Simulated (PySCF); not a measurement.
Atoms are numbered as in `[CH2:1]=[SiH2:2]`; H(Xn) means a hydrogen on atom n.

Calculated, not measured (PySCF 2.14): shielding tensors at PBE0/pcSseg-1 (GIAO), structure optimised with PBE0-D3(BJ)/def2-SVP. In vacuum, equivalent nuclei averaged, a single conformation, relativity neglected.

δ = σ(ref) − σ, references computed at the same level: 13C (σref 184.41), 1H (σref 31.27), 29Si (σref 351.99) against TMS.

| atoms | nucleus | count | δ (ppm) |
| --- | --- | --- | --- |
| H(C1) | 1H | 2 | ? |
| H(Si2) | 1H | 2 | 5.17 |
| Si2 | 29Si | 1 | ? |
| C1 | 13C | 1 | 122.7 |

Q: Fill in the missing shifts.

A: 
- H(C1): 5.96 ppm, hydrogen on a carbon double-bonded to a heavier main-group atom
- Si2: 78.5 ppm, silicon bonded to C, 2 H

Shifts are as computed. Against solution values, carbons near 30 ppm lie about +2 ppm off and those near 130 ppm about +5 ppm. Of 1211 compounds with measured shifts, 218 miss one by over three times the rms of a fit or turn the order of signals round; such compounds aren't used in these exercises.
